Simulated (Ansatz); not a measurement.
# CH4B radical: single points off equilibrium

An exercise on one series of results from a longer session: the logs are not shown, and one member is left open.

Method: single points in def2-TZVPP; program: Ansatz 0.2.0, Gaussian basis.

Cores are frozen in the correlated methods. Orbitals are unrestricted.

## Where the work starts

6 atoms, charge 0, spin multiplicity 2.

Atoms are counted from 1 here; the program's logs count them from 0.

Bond lengths: B1–C2 1.630 Å, B1–H3 1.096 Å, B1–H4 1.216 Å, C2–H5 0.998 Å, C2–H6 0.952 Å. Angles: C2–B1–H3 121.0°, C2–B1–H4 115.5°, H3–B1–H4 123.2°, B1–C2–H5 126.9°, B1–C2–H6 125.1°, H5–C2–H6 107.4°.

Geometry (Å):

| atom | x (Å) | y (Å) | z (Å) |
| --- | --- | --- | --- |
| B1 | 0.09460 | -0.83290 | 0.08200 |
| C2 | 0.01320 | 0.79260 | -0.00830 |
| H3 | 1.05080 | -1.35700 | -0.03090 |
| H4 | -0.97430 | -1.40810 | 0.16060 |
| H5 | 0.57200 | 1.38970 | -0.57980 |
| H6 | -0.66980 | 1.32890 | 0.38140 |

Set-up of the first run:

Input file run/in.yaml:

```yaml
crystal:
  periodic: [false, false, false]
  atoms:
    - {symbol: B, position_ang: [0.094600, -0.832900, 0.082000]}
    - {symbol: C, position_ang: [0.013200, 0.792600, -0.008300]}
    - {symbol: H, position_ang: [1.050800, -1.357000, -0.030900]}
    - {symbol: H, position_ang: [-0.974300, -1.408100, 0.160600]}
    - {symbol: H, position_ang: [0.572000, 1.389700, -0.579800]}
    - {symbol: H, position_ang: [-0.669800, 1.328900, 0.381400]}
basis:
  gaussian: {orbitals: def2-TZVPP}
magnetization: {spin_polarized: true, initial_magnetization: 1}
correlation: {method: ccsd_t}
scf: {omitted_lower_state_checks: [cluster_reference]}
output: {forces: true}
```

No record of the launch command was kept for these runs.

Steps of the session up to this table: CCSD(T)/def2-TZVPP; PBE0-D4/def2-TZVPP; wB97M-V/def2-TZVPP; r2SCAN-D4/def2-TZVPP; PBE-D4/def2-TZVPP; SPW92/def2-TZVPP; BHLYP-D4/def2-TZVPP.

One of the session's tables, all rows but one given; the rest of the session is left out.

```
   method  RMS force component (eV/Å)  angle to CCSD(T) forces (°)  dipole (D)
  CCSD(T)                       2.982                    reference        0.72
  PBE0-D4                       3.063                          1.6        0.84
  wB97M-V                           ?                            ?           ?
r2SCAN-D4                       3.026                          1.4        0.84
   PBE-D4                       3.126                          2.0        0.95
    SPW92                       3.280                          3.8        0.98
 BHLYP-D4                       2.912                          2.3        0.71
```

Estimate the missing values for wB97M-V.

As computed: RMS force component (eV/Å): 2.987; angle to CCSD(T) forces (°): 1.6; dipole (D): 0.84. In the column «RMS force component (eV/Å)» it lies between CCSD(T) (2.982) and r2SCAN-D4 (3.026).
